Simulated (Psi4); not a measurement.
# AQCC/6-311+G(d) run of BH5S (SMILES [BH3-][SH2+])

What is the energy change on altering one bond length of BH5S at AQCC/6-311+G*? 

The calculation is run with Psi4 1.11.

6 further runs of the same task are left out: 6 set aside as unsound or not needed.

## Step 1: The system as given

The species is BH5S (7 atoms), meant as a singlet with charge 0. SMILES: `[BH3-][SH2+]`. Geometry: relaxed at PBE0-D4/def2-TZVP.

Bond lengths: B1–S2 1.975 Å, B1–H3 1.207 Å, B1–H4 1.203 Å, B1–H5 1.207 Å, S2–H6 1.346 Å, S2–H7 1.346 Å. Angles: B1–S2–H6 103.7°, B1–S2–H7 103.7°, S2–B1–H3 100.3°, S2–B1–H4 107.0°, S2–B1–H5 100.3°, H6–S2–H7 92.5°, H3–B1–H4 116.2°, H3–B1–H5 113.7°, H4–B1–H5 116.2°.

## Step 2: The energy at AQCC/6-311+G(d)

calc.py reads:

```python
import psi4

psi4.set_memory(1600000000)
psi4.set_num_threads(1)
psi4.core.set_output_file('run.log', False)

molecule = psi4.geometry("""
0 1
B     -0.525600    -0.461500    -0.504300
S      0.568600     0.977600     0.290900
H     -1.623200     0.036400    -0.431500
H     -0.344400    -1.447600     0.159700
H     -0.075400    -0.482100    -1.624500
H      0.286000     0.903800     1.604900
H      1.775400     0.405500     0.458900
""")

psi4.set_options({
    'scf_type': 'pk',
    'freeze_core': True,
})

E = psi4.energy('aqcc/6-311+G*')
print(f'total energy {E:.8f} hartree = {E * 27.211386:.5f} eV')
```

Launch:

```
$ python calc.py
```

run.log (excerpt; [...] marks lines left out):

```text
[...]
  Running in c1 symmetry.
[...]
  Nuclear repulsion =   54.745215361580158
[...]
  Multiplicity = 1
[...]
  Nalpha       = 13
  Nbeta        = 13
[...]
    Number of basis functions: 67
[...]
   @RHF iter   1:  -424.99040953871230   -3.21278e-01   5.36226e-03 DIIS/ADIIS
[...]
   @RHF iter  10:  -425.08440114761873   -1.78488e-11   7.93101e-09 DIIS
[...]
    Orbital Energies [Eh]
    ---------------------
    Doubly Occupied:
       1A    -92.035100     2A     -9.038557     3A     -7.548389
       4A     -6.720531     5A     -6.719901     6A     -6.717918
       7A     -1.058768     8A     -0.705377     9A     -0.648759
      10A     -0.557205    11A     -0.457478    12A     -0.440922
      13A     -0.429183
[...]
  @RHF Final Energy:  -425.08440114761873
   => Energetics <=
    Nuclear Repulsion Energy =             54.7452153615801578
    One-Electron Energy =                -693.5030547555079465
    Two-Electron Energy =                 213.6734382463091038
    Total Energy =                       -425.0844011476187347
[...]
 Multipole Moments:
 ------------------------------------------------------------------------------------
     Multipole            Electronic (a.u.)      Nuclear  (a.u.)        Total (a.u.)
 ------------------------------------------------------------------------------------
 L = 1.  Multiply by 2.5417464519 to convert [e a0] to [Debye]
 Dipole X            :          1.5012507           -0.4383346            1.0629161
 Dipole Y            :          2.8716129           -2.0850382            0.7865746
 Dipole Z            :          0.6994226            0.3388852            1.0383077
 Magnitude           :                                                    1.6812415
[...]
      * SCS-MP2 total energy:                 -425.321108606778
[...]
      * MP2 total energy:                     -425.315339876102
[...]
```

The script printed:

```text
total energy -425.35283276 hartree = -11574.44012 eV
```

It took 7.2 s on 1 thread of Intel Xeon Platinum 8175M at 2.50GHz (Skylake/Cascade Lake), shared host; peak memory 0.33 GiB.

## Step 3: The distorted shape

input.json reads:

```json
{
  "schema_name": "qcschema_input",
  "schema_version": 1,
  "molecule": {
    "schema_name": "qcschema_molecule",
    "schema_version": 2,
    "symbols": ["B", "S", "H", "H", "H", "H", "H"],
    "geometry": [-0.78581048, -0.96620374, -0.96674609, 1.28192784, 1.75330113, 0.53596412, -3.06740345, 0.06878603, -0.81541682, -0.44339211, -2.82966267, 0.28803206, 0.06494422, -1.0051321, -3.0836173, 0.74789124, 1.61383934, 3.01906425, 3.56244933, 0.67218881, 0.85343811],
    "molecular_charge": 0,
    "molecular_multiplicity": 1
  },
  "driver": "energy",
  "model": {
    "method": "aqcc",
    "basis": "6-311+G*"
  },
  "keywords": {
    "scf_type": "pk",
    "freeze_core": true
  }
}
```

Launch:

```
$ psi4 --qcschema input.json -n 1 --memory 1600MB
```

stdout (excerpt; [...] marks lines left out):

```text
[...]
  Running in c1 symmetry.
[...]
  Nuclear repulsion =   54.411337705908423
[...]
  Multiplicity = 1
[...]
  Nalpha       = 13
  Nbeta        = 13
[...]
    Number of basis functions: 67
[...]
   @RHF iter   1:  -424.99039037576671   -3.55764e-01   5.19621e-03 ADIIS/DIIS
[...]
   @RHF iter  10:  -425.07922530793292   -1.55751e-11   7.70001e-09 DIIS
[...]
    Orbital Energies [Eh]
    ---------------------
    Doubly Occupied:
       1A    -92.037383     2A     -9.040772     3A     -7.563125
       4A     -6.722736     5A     -6.722109     6A     -6.720136
       7A     -1.060653     8A     -0.700818     9A     -0.650150
      10A     -0.559217    11A     -0.457883    12A     -0.435604
      13A     -0.422341
[...]
  @RHF Final Energy:  -425.07922530793292
   => Energetics <=
    Nuclear Repulsion Energy =             54.4113377059084229
    One-Electron Energy =                -692.7952715976795162
    Two-Electron Energy =                 213.3047085838381918
    Total Energy =                       -425.0792253079329157
[...]
 Multipole Moments:
 ------------------------------------------------------------------------------------
     Multipole            Electronic (a.u.)      Nuclear  (a.u.)        Total (a.u.)
 ------------------------------------------------------------------------------------
 L = 1.  Multiply by 2.5417464519 to convert [e a0] to [Debye]
 Dipole X            :          1.6949977           -0.5325756            1.1624220
 Dipole Y            :          2.7998445           -2.0422882            0.7575563
 Dipole Z            :          0.6954336            0.3451354            1.0405691
 Magnitude           :                                                    1.7343300
[...]
      * SCS-MP2 total energy:                 -425.316289873661
[...]
      * MP2 total energy:                     -425.310338455435
[...]
```

The result, in JSON:

```text
{
 "driver": "energy",
 "model": {
  "method": "aqcc",
  "basis": "6-311+G*"
 },
 "success": true,
 "return_result": -425.34834472781563,
 "properties": {
  "calcinfo_nbasis": 67,
  "calcinfo_nmo": 67,
  "calcinfo_nalpha": 13,
  "calcinfo_nbeta": 13,
  "calcinfo_natom": 7,
  "nuclear_repulsion_energy": 54.41133770590842,
  "return_energy": -425.34834472781563,
  "scf_one_electron_energy": -692.7952715976795,
  "scf_two_electron_energy": 213.3047085838382,
  "scf_dipole_moment": [1.1624220273627517, 0.7575563052321854, 1.0405690700813097],
  "scf_total_energy": -425.0792253079329,
  "scf_iterations": 10,
  "mp2_same_spin_correlation_energy": -0.04646678223958961,
  "mp2_opposite_spin_correlation_energy": -0.18464636526205985,
  "mp2_singles_energy": 0.0,
  "mp2_doubles_energy": -0.23111314750164946,
  "mp2_correlation_energy": -0.23111314750164946,
  "mp2_total_energy": -425.3103384554346
 }
}
```

Run time: 8.1 s. Hardware: 1 thread of Intel Xeon Platinum 8175M at 2.50GHz (Skylake/Cascade Lake), shared host; peak memory 0.33 GiB.

## Step 4: What came out

At AQCC/6-311+G*, 6 core orbitals frozen:

```
                                                         quantity          value
                                        first shape: total energy  -425.35283 Eh
                 first shape: HOMO energy (Hartree–Fock orbitals)      -11.68 eV
                 first shape: LUMO energy (Hartree–Fock orbitals)        1.05 eV
               first shape: HOMO–LUMO gap (Hartree–Fock orbitals)       12.72 eV
         first shape: correlation energy (6 core orbitals frozen)     -268.4 mEh
                                    distorted shape: total energy  -425.34834 Eh
             distorted shape: HOMO energy (Hartree–Fock orbitals)      -11.49 eV
             distorted shape: LUMO energy (Hartree–Fock orbitals)        1.03 eV
           distorted shape: HOMO–LUMO gap (Hartree–Fock orbitals)       12.52 eV
     distorted shape: correlation energy (6 core orbitals frozen)     -269.1 mEh
energy change with the B1–H3 bond stretched from 1.207 to 1.328 Å       0.122 eV
```

With the B1–H3 bond stretched from 1.207 to 1.328 Å the energy rises by 0.12 eV (11.8 kJ/mol). The first shape isn't relaxed at this level, so the change isn't measured from a minimum.
